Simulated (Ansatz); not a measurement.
**C3H8OS: one species, many methods**

Aim: compute C3H8OS with functionals from several rungs and with coupled cluster. The yardstick is the atomisation energy at the CCSD(T) limit.

The runs use Ansatz 0.2.0, Gaussian basis; functionals in def2-TZVPP, the program's frozen cores in correlated methods.

The runs, in order: PBE-D4, r2SCAN-D4, PBE0-D4, B3LYP-D4, ωB97X-V, ωB97M-V, B2PLYP; CCSD(T)/def2-TZVPP; MP2/def2-QZVPP; extrapolation to the limit.

### Step 1. The geometry

All runs share one geometry, relaxed beforehand with PBE0-D4 in a triple-zeta def2 set.

SMILES `CCS(C)=O`, 13 atoms, charge 0, spin multiplicity 1.

Atoms are counted from 1 here; the program's logs count them from 0.

Bond lengths: C1–C2 1.515 Å, C1–H6 1.092 Å, C1–H7 1.093 Å, C1–H8 1.091 Å, C2–S3 1.811 Å, C2–H9 1.093 Å, C2–H10 1.094 Å, S3–C4 1.798 Å, S3–O5 1.482 Å, C4–H11 1.090 Å, C4–H12 1.092 Å, C4–H13 1.091 Å. Angles: C2–C1–H6 110.2°, C2–C1–H7 111.3°, C2–C1–H8 112.0°, H6–C1–H7 107.6°, H6–C1–H8 107.4°, H7–C1–H8 108.1°, C1–C2–S3 113.9°, C1–C2–H9 111.4°, C1–C2–H10 113.3°, S3–C2–H9 102.9°, S3–C2–H10 106.9°, H9–C2–H10 107.7°, C2–S3–C4 97.5°, C2–S3–O5 106.4°, C4–S3–O5 106.4°, S3–C4–H11 106.3°, S3–C4–H12 109.2°, S3–C4–H13 110.5° and more.

As a file:

```mol
C3H8OS
  3D, bonds by distance, orders not assigned

 13 12  0  0  0  0  0  0  0  0999 V2000
   -0.9637    0.7743    1.1170 C   0  0
   -0.2146    1.0106   -0.1784 C   0  0
    1.3274    0.0719   -0.3164 S   0  0
    0.5937   -1.5614   -0.4825 C   0  0
    1.9037    0.4081   -1.6400 O   0  0
   -1.7766    1.4959    1.2194 H   0  0
   -0.3062    0.8915    1.9820 H   0  0
   -1.4049   -0.2231    1.1584 H   0  0
    0.1229    2.0468   -0.2613 H   0  0
   -0.8070    0.7814   -1.0684 H   0  0
    1.4174   -2.2488   -0.6746 H   0  0
   -0.0940   -1.5606   -1.3303 H   0  0
    0.0872   -1.8475    0.4401 H   0  0
  1  2  8  0
  2  3  8  0
  3  4  8  0
  3  5  8  0
  1  6  8  0
  1  7  8  0
  1  8  8  0
  2  9  8  0
  2 10  8  0
  4 11  8  0
  4 12  8  0
  4 13  8  0
M  END
```

### Step 2. PBE-D4 (GGA)

Contents of in.yaml:

```yaml
crystal:
  periodic: [false, false, false]
  atoms:
    - {symbol: C, position_ang: [-0.963662, 0.774260, 1.117006]}
    - {symbol: C, position_ang: [-0.214609, 1.010587, -0.178368]}
    - {symbol: S, position_ang: [1.327406, 0.071861, -0.316379]}
    - {symbol: C, position_ang: [0.593713, -1.561378, -0.482521]}
    - {symbol: O, position_ang: [1.903720, 0.408066, -1.639969]}
    - {symbol: H, position_ang: [-1.776562, 1.495876, 1.219389]}
    - {symbol: H, position_ang: [-0.306227, 0.891464, 1.981993]}
    - {symbol: H, position_ang: [-1.404862, -0.223072, 1.158389]}
    - {symbol: H, position_ang: [0.122946, 2.046835, -0.261336]}
    - {symbol: H, position_ang: [-0.807038, 0.781363, -1.068450]}
    - {symbol: H, position_ang: [1.417390, -2.248816, -0.674579]}
    - {symbol: H, position_ang: [-0.094007, -1.560618, -1.330311]}
    - {symbol: H, position_ang: [0.087192, -1.847530, 0.440138]}
basis:
  gaussian: {orbitals: def2-TZVPP}
hamiltonian: {xc: pbe, dispersion: d4}
output: {forces: true, orbitals: {seedname: orbitals}}
```

On the command line:

```sh
$ ansatz run in.yaml --threads 4 --pin off --events-out ev --progress --plain --max-ram 10444MiB
```

After this run come: r2SCAN-D4 (meta-GGA); PBE0-D4 (hybrid); B3LYP-D4 (hybrid); ωB97X-V (range-separated); ωB97M-V (range-separated); B2PLYP (double hybrid); CCSD(T) in def2-TZVPP; MP2 in def2-QZVPP.

**Question.** What will the summary of the whole plan be? Wanted: atomisation energy, CCSD(T)/CBS; farthest; mean size of error, hybrid; mean size of error, range-separated; gap, smallest and largest; T1 diagnostic; triples share of the correlation energy.

**Answer**, as computed:

| quantity | value |
| --- | --- |
| atomisation energy, CCSD(T)/CBS | 1150.7 kcal/mol |
| functionals within 5.8 kcal/mol (0.5 %) | r2SCAN-D4, PBE0-D4, B3LYP-D4, ωB97X-V, ωB97M-V |
| farthest | PBE-D4 (+27.7 kcal/mol) |
| mean size of error, hybrid | 3.3 kcal/mol |
| mean size of error, range-separated | 1.8 kcal/mol |
| gap, smallest and largest | 5.07 eV (PBE-D4), 11.66 eV (ωB97X-V) |
| T1 diagnostic | 0.0139 |
| triples share of the correlation energy | 4.1 % |

PBE-D4 misses by +27.7 kcal/mol. Double hybrids carry the basis error of their MP2 part in triple zeta, and no dispersion term here, so their miss is partly the set-up's. The reference freezes the cores and leaves out relativity and excitations past (T), so misses under about 5.8 kcal/mol can't be ranked. Hartree-Fock recovers 72 % of the binding; the rest is correlation. Orbital gaps span 5.1 to 11.7 eV; exact exchange widens them.
